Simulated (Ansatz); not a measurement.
C₃H₆OS, SMILES CC(=S)CO, a rigid torsion scan

With Ansatz 0.2.0, Python API.

Notebook, run cell by cell (the value of a cell's last expression is shown):

**Cell 1**
```python
import ansatz as az
from ase import Atoms
```

**Cell 2**
```python
BASIS_SET = "def2-SVP"
XC = "PBE"
VDW = "d3bj"
FORCE_TOL = 0.02
```

**Cell 3**
```python
atoms = Atoms(["C", "C", "S", "C", "O", "H", "H", "H", "H", "H", "H"], positions=[
    (1.4487, 0.3288, -0.1606),
    (0.1915, 0.0006, 0.6031),
    (0.2579, -0.6838, 2.1359),
    (-1.1388, 0.2121, -0.095),
    (-1.4177, -0.8921, -0.9384),
    (2.344, 0.2614, 0.4639),
    (1.3762, 1.3472, -0.5542),
    (1.5491, -0.3652, -1.0006),
    (-1.9606, 0.3384, 0.6169),
    (-1.0826, 1.1134, -0.7129),
    (-1.5676, -1.6609, -0.3581),
])
```

**Cell 4**
```python
# relax first, so that the scan starts from a minimum
first = (
    az.Crystal.molecule_from_ase(atoms).calculation()
    .basis(gaussian=BASIS_SET)
    .functional(XC, dispersion=VDW)
    .relax(force_tolerance=FORCE_TOL, max_steps=80)
)
atoms.positions = first.run().report["positions_ang"]
```

**Cell 5**
```python
start = atoms.get_dihedral(2, 1, 0, 5)
energies = {}
for turn in range(0, 121, 15):
    turned = atoms.copy()
    turned.set_dihedral(2, 1, 0, 5, start + turn, indices=[0, 5, 6, 7])
    model = az.Crystal.molecule_from_ase(turned).calculation()
    model = model.basis(gaussian=BASIS_SET)
    model = model.functional(XC, dispersion=VDW)
    energies[round((start + turn) % 360)] = model.run().report["free_energy_ev"]
floor = min(energies.values())
print("dihedral S2-C1-C0-H5 (deg)   E - E(min) (kJ/mol)")
for angle, e in sorted(energies.items()):
    print(f"{angle:8d} {96.485332 * (e - floor):14.3f}  " + "#" * int(30 * (e - floor) / max(max(energies.values()) - floor, 1e-9)))
```
Output:
```text
dihedral S2-C1-C0-H5 (deg)   E - E(min) (kJ/mol)
       6          0.000
      21          0.938  ###
      36          3.157  ############
      51          5.729  #######################
      66          7.438  ##############################
      81          7.411  #############################
      96          5.918  #######################
     111          4.138  ################
     126          3.148  ############
```

The scan is rigid and the energies are electronic, in a modest basis. With rigid groups the curve can differ much from the relaxed path, the start wasn't checked as a minimum of this torsion, and equivalent turns needn't return to the same energy. Hardware and time: 90 s on 1 thread of Arm Neoverse V2, on a shared host, peak memory 0.22 GiB.
